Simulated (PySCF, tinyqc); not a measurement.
Worked calculation: RHF in the sto-6g basis, for CH2, spin multiplicity 1. The lowest restricted solution is unstable here: a spin-polarised one lies 0.0316 hartree lower (PySCF). One step of it, computed by the program tinyqc.

Question. Iteration 56 (converged): orbitals. Diagonalise F' = X^T F X, C = X C', fill 4 alpha and 4 beta electrons from the bottom; D = 2 C_occ C_occ^T. Each column has its largest component positive (the first on a tie).

converged F (hartree):
```
             1C 1s      1C 2s    1C 2px     1C 2py     1C 2pz      2H 1s      3H 1s
1C 1s   -11.163760  -2.850094  0.000000   0.000000  -0.021111  -0.280796  -0.280796
1C 2s    -2.850094  -1.335932  0.000000   0.000000  -0.007224  -0.375861  -0.375861
1C 2px    0.000000   0.000000  0.227339   0.000000   0.000000   0.000000   0.000000
1C 2py    0.000000   0.000000  0.000000  -0.078569   0.000000  -0.283165   0.283165
1C 2pz   -0.021111  -0.007224  0.000000   0.000000  -0.133828  -0.181530  -0.181530
2H 1s    -0.280796  -0.375861  0.000000  -0.283165  -0.181530  -0.236434  -0.037290
3H 1s    -0.280796  -0.375861  0.000000   0.283165  -0.181530  -0.037290  -0.236434
```

X:
```
                1          2          3         4          5          6         7
1C 1s   -0.430585   0.000000   0.694629  0.000000  -0.566211   0.000000  0.281751
1C 2s    0.928596   0.000000  -0.248844  0.000000  -0.238580   0.000000  0.524975
1C 2px   0.000000   0.000000   0.000000  1.000000   0.000000   0.000000  0.000000
1C 2py   0.000000   0.891805   0.000000  0.000000   0.000000   0.618567  0.000000
1C 2pz   0.340014   0.000000   0.661378  0.000000   0.673026   0.000000  0.190024
2H 1s   -0.587135  -0.659479  -0.259987  0.000000   0.213831   0.418240  0.366851
3H 1s   -0.587135   0.659479  -0.259987  0.000000   0.213831  -0.418240  0.366851
```

Give: F' = X^T F X; orbital energies; coefficients C; D after iteration 56.

Answer.

F' = X^T F X (hartree):
```
         1       2        3       4        5        6        7
1  -0.4645  0.0000   1.7984  0.0000  -1.4482   0.0000   0.8606
2   0.0000  0.4304   0.0000  0.0000   0.0000   0.0863   0.0000
3   1.7984  0.0000  -4.3662  0.0000   4.1929   0.0000  -2.8243
4   0.0000  0.0000   0.0000  0.2273   0.0000   0.0000   0.0000
5  -1.4482  0.0000   4.1929  0.0000  -4.3842   0.0000   2.8829
6   0.0000  0.0863   0.0000  0.0000   0.0000  -0.3928   0.0000
7   0.8606  0.0000  -2.8243  0.0000   2.8829   0.0000  -2.6360
```

orbital energies (hartree): MO1 -11.1657, MO2 -0.7083, MO3 -0.4017, MO4 -0.2655, MO5 0.2273, MO6 0.2886, MO7 0.4394

coefficients C:
```
            MO1      MO2      MO3      MO4     MO5      MO6      MO7
1C 1s    0.9964  -0.2302   0.0000   0.0975  0.0000  -0.1123   0.0000
1C 2s    0.0149   0.8550   0.0000  -0.4559  0.0000   0.5636   0.0000
1C 2px   0.0000   0.0000   0.0000   0.0000  1.0000   0.0000   0.0000
1C 2py   0.0000   0.0000   0.5233   0.0000  0.0000   0.0000   0.9509
1C 2pz   0.0025   0.0685   0.0000   0.7636  0.0000   0.6740   0.0000
2H 1s   -0.0023   0.2183   0.4840   0.3481  0.0000  -0.6510  -0.6128
3H 1s   -0.0023   0.2183  -0.4840   0.3481  0.0000  -0.6510   0.6128
```

D after iteration 56:
```
          1C 1s    1C 2s  1C 2px   1C 2py   1C 2pz    2H 1s    3H 1s
1C 1s    2.1106  -0.4529  0.0000   0.0000   0.1223  -0.0371  -0.0371
1C 2s   -0.4529   1.8782  0.0000   0.0000  -0.5790   0.0559   0.0559
1C 2px   0.0000   0.0000  0.0000   0.0000   0.0000   0.0000   0.0000
1C 2py   0.0000   0.0000  0.0000   0.5476   0.0000   0.5066  -0.5066
1C 2pz   0.1223  -0.5790  0.0000   0.0000   1.1757   0.5616   0.5616
2H 1s   -0.0371   0.0559  0.0000   0.5066   0.5616   0.8063  -0.1309
3H 1s   -0.0371   0.0559  0.0000  -0.5066   0.5616  -0.1309   0.8063
```
